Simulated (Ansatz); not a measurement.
C3H5N can be A, `CC1=NC1`, or B, `NC1C=C1`.

Isolated molecules relaxed with PBE0-D4/def2-TZVP in Ansatz; ΔE leaves out vibrations. CBS: MP2 limit from def2 TZ/QZ plus the TZ coupled-cluster correction, frozen cores. DFT in def2-TZVPP. Each species was taken in one conformer, which may not be the lowest.

Question: Which isomer does CCSD(T)/CBS put lower? Give the gap. (Estimate.)

Answer: Computed: A, by 77.3 kJ/mol.

Question: Give E(B) − E(A) in kJ/mol with PBE-D4, PBE0-D4, B2PLYP, CCSD(T)/def2-SVP, ωB97M-V, HF/def2-TZVPP, LDA (SPW92). (An estimate is asked.)

Answer: The calculation gave: PBE-D4 81.1, PBE0-D4 78.3, B2PLYP 84.7, CCSD(T)/def2-SVP 94.1, ωB97M-V 79.2, HF/def2-TZVPP 86.6, LDA (SPW92) 66.1. None reverses the order clearly.

Question: Does the order hold for the free energy at 298.15 K (harmonic terms from PBE0-D4)? (An estimate is asked.)

Answer: The calculation gave: Yes: G(B) − G(A) = +78.2 kJ/mol, for one conformer each.

Largest T1 diagnostic: 0.011.

From BLYP to BHLYP (50 % exact exchange), in def2-TZVPP and without D4, E(B) − E(A) moves by −6.5 kJ/mol. Leaving LDA and LC-ωPBE aside and taking each functional with its dispersion term where it has one, the values, not all of them listed here, spread over 7.2 kJ/mol, from PBE0-D4 to BLYP-D4. LDA lies −15.6 kJ/mol from PBE without D4.
